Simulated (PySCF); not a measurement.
The first ionisation energy along group 14

All values are computed (PySCF 2.14, energy differences of UHF-based or UKS calculations, no spin-orbit coupling). Values in eV. The last column holds reference values (NIST; (s) semi-empirical, (t) theoretical, else measured). Unmarked ones compare directly (S terms, centres of terms, or small fine structure); those marked * lie between the lowest fine-structure levels and include a spin-orbit shift.

```
                               element                                   configurations     UHF  MP2 (valence)  CCSD(T) (valence)     PBE    PBE0  r2SCAN  reference
     C (aug-cc-pVQZ, non-relativistic)                      [He] 2s2 2p2 → [He] 2s2 2p1  10.799         11.283             11.207  11.540  11.514  11.667     11.262
Si (aug-cc-pV(Q+d)Z, non-relativistic)                      [Ne] 3s2 3p2 → [Ne] 3s2 3p1   7.637          8.077              8.137   8.198   8.219   8.323      8.157
Ge (aug-cc-pVQZ-PP with ECP10MDF, ECP)            [Ar] 3d10 4s2 4p2 → [Ar] 3d10 4s2 4p1   7.402          7.782              7.831   7.850   7.890   8.022      7.925
Sn (aug-cc-pVQZ-PP with ECP28MDF, ECP)            [Kr] 4d10 5s2 5p2 → [Kr] 4d10 5s2 5p1   6.849          7.183              7.234   7.262   7.307   7.407      7.389
Pb (aug-cc-pVQZ-PP with ECP60MDF, ECP)  [Xe] 4f14 5d10 6s2 6p2 → [Xe] 4f14 5d10 6s2 6p1   6.563          6.852              6.902   6.978   7.014   7.094    7.417 *
```

| method | elements | mean error (eV) | mean absolute error (eV) | largest error (eV) |
| --- | --- | --- | --- | --- |
| UHF | 4 | -0.512 | 0.512 | -0.540 |
| MP2 (valence) | 4 | -0.102 | 0.113 | -0.206 |
| CCSD(T) (valence) | 4 | -0.081 | 0.081 | -0.156 |
| PBE | 4 | 0.029 | 0.131 | 0.279 |
| PBE0 | 4 | 0.049 | 0.108 | 0.252 |
| r2SCAN | 4 | 0.171 | 0.171 | 0.405 |

For Pb a determinant mixes LS terms or the coupling is close to jj, so these rows are model values.

Errors include the incompleteness of the basis and the frozen core.

"Valence" correlates the outer s and p shells and, in groups 3 to 12 and the f block, the outer d or f shell, open or full, or the next shell where the ion has no valence electron left; the wider scheme adds the next inner shell.
